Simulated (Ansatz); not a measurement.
**NaSi (doublet): the correlation ladder, def2-TZVPP**

One table from this session's results is given with a row withheld; the runs are named, their logs left out.

Program: Ansatz 0.2.0, Gaussian basis. Level of theory: def2-TZVPP, core rule «outside noble gas», up to 10 orbitals frozen. These are calculated values, not measurements.

Plan: UHF; ROHF; CCSD(T) on UHF.

## The geometry

The geometry is a PBE0/def2-TZVP stationary point (not a proven minimum) of the parent state, kept for this charge and spin.

2 atoms, charge 0, spin multiplicity 2.

Atoms are counted from 1 here; the program's logs count them from 0.

Bond lengths: Si1–Na2 2.697 Å.

Set-up of the first run:

in.yaml reads:

```yaml
crystal:
  periodic: [false, false, false]
  atoms:
    - {symbol: Si, position_ang: [0.000000, 0.000000, 0.000000]}
    - {symbol: Na, position_ang: [0.000000, 0.000000, 2.697100]}
basis:
  gaussian: {orbitals: def2-TZVPP}
magnetization: {spin_polarized: true, initial_magnetization: 1}
hamiltonian: {xc: hf}
output: {orbitals: {seedname: orbitals}}
```

On the command line:

```
> ansatz run in.yaml --threads 1 --pin off --events-out ev --progress --plain --max-ram 4096MiB --backend cpu
```

Steps of the session up to this table: UHF; ROHF; CCSD(T) on UHF.

One table of the session follows, with a row left open; its other results are not shown here.

It belongs to the step «Misses and costs». 

```
  method  from UCCSD(T) (meV)
    ROHF              +3361.6
     UHF                    ?
    UMP2               +812.2
   UCCSD               +153.2
UCCSD(T)                    0
```

**Question.** Estimate the row for UHF.

The run gave: from UCCSD(T) (meV): +2601.8. In the column «from UCCSD(T) (meV)» it lies between UMP2 (+812.2) and ROHF (+3361.6).

The program flags UCCSD(T) as in doubt (see the logs), so the zero of the table is itself unsure.

To keep in mind: The determinant is far from a pure spin state, so its energy mixes those of several spin states (harmless only where they are near-degenerate, as at dissociation). The program flags UCCSD(T) as in doubt, so the zero of the table is itself unsure.
